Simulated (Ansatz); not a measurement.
A made-up structure of AlBSiH5, doublet:

```csv
atom,x (Å),y (Å),z (Å)
B1,-0.8684,0.9772,-0.9047
Si2,0.3460,0.6455,0.3151
Al3,0.5629,-1.3906,0.6199
H4,-1.5740,0.1267,-1.5708
H5,-0.9202,2.0109,-0.9984
H6,1.2078,1.7384,1.1236
H7,-0.3412,-2.5676,-0.2263
H8,1.5871,-1.5405,1.6416
```

It is relaxed with PBE-D4/def2-SVP and then PBE0-D4/def2-TZVP (Ansatz 0.2.0). Atoms count as bonded within 1.22 times the sum of their covalent radii (H–H: 0.88 Å). The end point is not checked to be a true minimum.

Task: Does its bonding change? (A judgement: the text doesn't fix the answer.)

Result: By the calculation: No: no bond forms or breaks.

Where it ends: The first stage lowers the energy by 2.80 eV in 7 steps. It ends as AlBSiH₅ ([BH2][SiH][AlH2]):
```xyz
8
angstrom
B -1.0085 1.2732 -1.0557
Si 0.2956 0.6514 0.2655
Al 0.7342 -1.6705 0.8012
H -1.6526 0.4686 -1.6614
H -1.1746 2.4367 -1.2721
H 1.0776 1.6913 0.9970
H -0.0886 -2.7878 0.0334
H 1.8170 -2.0629 1.8922
```

Labels in which every atom is bracketed show which atoms are joined, not bond orders.

For scale, one of the runs: PBE0-D4/def2-TZVP relaxation, 135 basis functions, launched by `ansatz run in.yaml --threads 2 --pin off --events-out ev --progress --plain --max-ram 4352MiB`. Hardware: 2 CPU threads of an Intel Xeon Platinum 8259CL, shared host. Wall time about 19 s.
